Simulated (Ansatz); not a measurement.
This geometry of CH$_{6}$AlSi (9 atoms, charge 1, multiplicity 1) is a first-order saddle point.

Theory: RKS revPBE/def2-SVP in Ansatz 0.2.0.

```xyz
9
Properties=species:S:1:pos:R:3
C -0.084 1.536 -0.676
Si -0.147 -0.315 -0.589
Al 0.263 -1.818 1.505
H 0.646 1.833 -1.467
H 0.168 2.035 0.279
H -1.069 1.906 -1.051
H -0.486 -0.880 -1.946
H 0.601 -0.941 2.779
H 0.108 -3.356 1.165
```

Question: Which two structures does it join? (They come from a converged band through this point; their orientation in space is the band's.)

Answer: No bond is made or broken. The dihedral C1–Si2–Al3–H8 goes from -91 to 89°. The two ends are copies of one structure, up to a mirror image or an exchange of like atoms.

Image 0:

```xyz
9
Properties=species:S:1:pos:R:3
C -0.607 1.435 -0.642
Si 0.238 -0.218 -0.561
Al 0.602 -1.748 1.447
H 0.104 2.176 -1.077
H -0.994 1.804 0.327
H -1.442 1.364 -1.380
H 0.729 -0.607 -1.935
H 1.975 -1.444 2.180
H -0.604 -2.761 1.641
```

Image 6:

```xyz
9
Properties=species:S:1:pos:R:3
C -0.601 1.436 -0.641
Si 0.241 -0.218 -0.562
Al 0.593 -1.751 1.446
H 0.108 2.177 -1.080
H -0.985 1.807 0.328
H -1.440 1.365 -1.375
H 0.736 -0.604 -1.934
H -0.619 -2.759 1.635
H 1.966 -1.454 2.183
```

Question: How far does it lie above each of them?

Answer: 2.4 kcal/mol above the first and 2.4 kcal/mol above the second. This is the barrier of this one path; another mechanism may lie lower. Limits of this set-up: the dipole of an ion depends on the origin.

The run took 59 s on 1 thread of Arm Neoverse V2, on a shared host, peak memory 0.25 GiB.
